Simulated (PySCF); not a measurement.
H₆Si₂. Atoms are numbered in the order given.

```xyz
8

Si     0.0000     0.0000    -1.1718
Si     0.0000     0.0000     1.1718
H     -1.2043    -0.6953    -1.6881
H      1.2043    -0.6953    -1.6881
H      0.0000     1.3906    -1.6881
H     -1.2043     0.6953     1.6881
H      1.2043     0.6953     1.6881
H      0.0000    -1.3906     1.6881
```

Geometry: TPSSh-D3(BJ)/def2-TZVP.

The numbers are results of PBE/pcSseg-2 (PySCF), not measurements.

GIAO shieldings, no solvent; atoms alike by connectivity are averaged. δ = σ(ref) − σ: ²⁹Si against TMS (σ = 324.1 ppm); ¹H against TMS (σ = 31.47 ppm), references at their B3LYP-D3(BJ)/def2-TZVP geometries, non-relativistic.

Computed chemical shifts:
```json
[
 {"nucleus": "²⁹Si", "atoms": "Si1, Si2", "count": "2", "δ (ppm)": "-118.9"},
 {"nucleus": "¹H", "atoms": "H3, H4, H5, H6, H7, H8", "count": "6", "δ (ppm)": "3.76"}
]
```
